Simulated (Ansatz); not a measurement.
Ideal-gas functions of C$_{3}$H$_{2}$OS (`C#CSC=O`) at 298.15 K and 1 bar, from an Ansatz frequency run at PBE0-D4/def2-TZVP.

Molar mass 86.11 g/mol, point group Cs (symmetry number 1), electronic degeneracy 1, moments of inertia 69.574, 147.685, 217.259 u Å². Harmonic wavenumbers (cm⁻¹, unscaled): 122, 214, 331, 373, 550, 611, 691, 723, 769, 925, 1358, 1823, 2177, 2969, 3479.

Use S(trans) = R[1.5 ln M + 2.5 ln T − 1.1517]; rotational temperatures θ = 24.2544 K / I; S(rot) = R[ln(√π/σ · √(T³/θAθBθC)) + 1.5]; for each mode x = 1.438777 ν̃/T, S = R[x/(eˣ − 1) − ln(1 − e⁻ˣ)] and H = RT x/(eˣ − 1); 1 cm⁻¹ = 0.0119627 kJ/mol; R = 8.31446 J/(mol·K).

By hand: the entropy, in J/(mol·K).

Translation 164.4. Rotation: θ = 0.3486, 0.1642, 0.1116 K, giving 109.3. Vibration, mode by mode: 12.84, 8.41, 5.25, 4.47, 2.28, 1.80, 1.33, 1.17, 0.98, 0.53, 0.09, 0.01, 0.00, 0.00, 0.00, in all 39.2. Electronic 0.0. Sum 312.9 J/(mol·K).

By hand: H − E and G − E in kJ/mol, counted from the electronic energy.

Zero-point energy ½ × 17115 × 0.0119627 = 102.4; thermal vibration 7.0; translation, rotation and pV give 4 RT = 9.9. H − E = 119.3 kJ/mol, and G − E = 119.3 − 298.15 × 312.9/1000 = 26.0 kJ/mol.

Vibration gives 13 % of the entropy, 12.8 J/(mol·K) of it from the mode under 150 cm⁻¹: soft modes count most, and the harmonic formula is weakest for them. The sum counts one conformer and one mirror image; others add a mixing term.
